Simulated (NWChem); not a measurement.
A series in which one site is exchanged, each optimised at PBE0/def2-SVP with NWChem, gas phase unless a solvent is named. def2 effective core potentials on Cs; no spin-orbit coupling.

A: [F][Cs] (CsF; site = Cs)
B: F (HF; site = H)
C: FF (F2; site = F)
D: [F][Cu] (CuF; site = Cu)

```json
[
 {"quantity": "orbital gap (eV), PBE0/def2-SVP", "A": "4.88", "B": "12.68", "C": "8.44", "D": "___"},
 {"quantity": "vertical ionisation energy, ΔSCF, PBE/def2-SVP (eV)", "A": "9.46", "B": "15.85", "C": "15.09", "D": "___"},
 {"quantity": "vertical ionisation energy, ΔSCF, PBE0/def2-SVP (eV)", "A": "9.11", "B": "15.78", "C": "15.75", "D": "___"}
]
```

Task: Fill in the missing entries.

Result: 
- orbital gap (eV), PBE0/def2-SVP, D: 4.22
- vertical ionisation energy, ΔSCF, PBE/def2-SVP (eV), D: 9.97
- vertical ionisation energy, ΔSCF, PBE0/def2-SVP (eV), D: 10.05
